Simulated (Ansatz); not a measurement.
# AlH3 (triplet): from Hartree-Fock to the top rungs at distance Al1–H3 = 3.383 Å, cc-pVDZ

How much of the correlation energy of AlH3 (triplet) does each wave-function method recover here?

The runs use Ansatz 0.2.0, Gaussian basis; cc-pVDZ, core rule «outside noble gas», up to 5 orbitals frozen.

Plan: UHF; CCSD(T) on ROHF; CCSD(T) on UHF; BCCD(T) on ROHF; CISD; CCSDT(Q) on ROHF; CCSDT(Q) on UHF; CASSCF and MRCISD+Q, 4 electrons in 4 orbitals; CASSCF and NEVPT2, 4 electrons in 4 orbitals; CASSCF and MRCISD+Q, 6 electrons in 7 orbitals; CASSCF and NEVPT2, 6 electrons in 7 orbitals; Full CI.

14 further runs of the same task are left out: 1 for a mislabelled method, 8 that didn't finish, 5 set aside as unsound or not needed.

## Step 1: The geometry

The geometry derives from a PBE0/def2-TZVP stationary point (not a proven minimum). One bond is set to the value named and the two fragments are kept rigid.

4 atoms, charge 0, spin multiplicity 3.

Atoms are counted from 1 here; the program's logs count them from 0.

Bond lengths: Al1–H2 1.590 Å, Al1–H4 1.843 Å. Angles: H2–Al1–H4 101.8°.

## Step 2: UHF

in.yaml reads:

```yaml
crystal:
  periodic: [false, false, false]
  atoms:
    - {symbol: Al, position_ang: [-0.011809, 0.085198, -0.144834]}
    - {symbol: H, position_ang: [-0.011809, -1.361624, -0.803183]}
    - {symbol: H, position_ang: [0.760381, -0.620054, 3.072467]}
    - {symbol: H, position_ang: [-0.432459, -0.298988, 1.607790]}
basis:
  gaussian: {orbitals: cc-pVDZ}
magnetization: {spin_polarized: true, initial_magnetization: 2}
hamiltonian: {xc: hf}
output: {orbitals: {seedname: orbitals}}
```

The run is started by

```
$ ansatz run in.yaml --threads 1 --pin off --events-out ev --progress --plain --max-ram 2393MiB
```

After this run come: CCSD(T) on ROHF; CCSD(T) on UHF; BCCD(T) on ROHF; CISD; CCSDT(Q) on ROHF; CCSDT(Q) on UHF; CASSCF and MRCISD+Q, 4 electrons in 4 orbitals; CASSCF and NEVPT2, 4 electrons in 4 orbitals; CASSCF and MRCISD+Q, 6 electrons in 7 orbitals; CASSCF and NEVPT2, 6 electrons in 7 orbitals; Full CI.

Before running them: what should the planned runs give, taken together? Wanted: FCI below the RHF energy; RMP2 from FCI; UMP2 from FCI; RCCSD from FCI; RCCSD(T) from FCI; UCCSD(T) from FCI; RCCSDT(Q) from FCI; UCCSDT(Q) from FCI; NEVPT2 pair from FCI.

**Answer**, as computed:

| quantity | value |
| --- | --- |
| FCI below the RHF energy | -2.2391 eV |
| RMP2 from FCI | +61.2 kJ/mol |
| UMP2 from FCI | +60.3 kJ/mol |
| RCCSD from FCI | +5.5 kJ/mol |
| RCCSD(T) from FCI | +1.7 kJ/mol |
| UCCSD(T) from FCI | +1.7 kJ/mol |
| RCCSDT(Q) from FCI | 0.0 kJ/mol |
| UCCSDT(Q) from FCI | 0.0 kJ/mol |
| NEVPT2 pair from FCI | +54.0 kJ/mol |
| MRCISD+Q pair from FCI | -0.1 kJ/mol |
| NEVPT2 valence from FCI | +40.9 kJ/mol |
| levels within 1 kcal/mol (43 meV) | RCCSD(T), UCCSD(T), BCCD(T), RCCSDT, UCCSDT, RCCSDT(Q), UCCSDT(Q), MRCISD+Q pair, MRCISD valence, MRCISD+Q valence |
| T1 diagnostic | 0.025 |
| effectively unpaired electrons | 2.03 |

RCCSD(T) misses by +1.7 kJ/mol, 0.8 % of the correlation energy. One determinant dominates. Of the multireference levels listed MRCISD+Q pair comes nearest in total energy (-0.1 kJ/mol), which doesn't show that its space is the better one. These misses are within one basis, not against nature; the frozen cores of restricted and unrestricted runs differ, which can shift their rows.
